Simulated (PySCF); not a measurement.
Where does ethylenediamine take a proton?

System: ethylenediamine, `NCCN` (C2H8N2). Numbering: `[NH2:1][CH2:2][CH2:3][NH2:4]`

Computed at ωB97X-D3(BJ)/def2-TZVP // PBE0-D3(BJ)/def2-SVP with PySCF (density fitting, grid level 2). Zero-point and thermal terms (298.15 K, 1 bar) come from unscaled PBE0-D3(BJ)/def2-SVP harmonic frequencies, with soft modes damped to free rotors in the entropy.

```csv
site,product,PA / kcal/mol,GB / kcal/mol
N1 (amine nitrogen),NCC[NH3+],230.6,222.5
```

PA is −ΔH and GB is −ΔG of B + H⁺ → BH⁺ in the gas phase. Sites whose products fell apart, merged with another or lost in a GFN2-xTB screen aren't listed.

In cyclohexane the product from N1 is solvated 29.3 kcal/mol more strongly than the parent (electrostatics only).

Measured values (NIST Chemistry WebBook, evaluated or the median of agreeing entries): proton affinity (−ΔH) 952 kJ/mol (computed 965, difference 13); gas-phase basicity (−ΔG) 912 kJ/mol (computed 931, difference 19).

Structures, frequencies and single points took 5.1 min of wall time on 1 thread of Arm Neoverse V1 (shared host), launched as `OMP_NUM_THREADS=1 python redox_run.py task.json out`.
